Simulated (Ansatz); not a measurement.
Ansatz (a first-principles code) input:

Ansatz 0.2 input:
```yaml
crystal:
  periodic: [false, false, false]
  atoms:
    - {symbol: C, position_ang: [-0.00973717, 0.14109779, -1.26067338]}
    - {symbol: Si, position_ang: [0.00458397, -0.06712142, 0.56953855]}
    - {symbol: H, position_ang: [-0.92502358, 0.27576638, -1.82585964]}
    - {symbol: H, position_ang: [0.89715728, 0.17658197, -1.85330504]}
    - {symbol: H, position_ang: [-0.01250272, 1.24978383, 1.26161923]}
    - {symbol: H, position_ang: [-1.19315147, -0.82096845, 1.01280927]}
    - {symbol: H, position_ang: [1.22776798, -0.78805063, 0.99523664]}
basis:
  gaussian:
    orbitals: def2-TZVPD
hamiltonian:
  xc: {name: B97M-V}
magnetization: {spin_polarized: true, initial_magnetization: 1}
output: {forces: true}
```

Q: What final total energy does it print?

A: -330.48360 Eh (B97M-V/def2-TZVPD). The basis has 125 functions.

It need not be the lowest isomer of its formula.
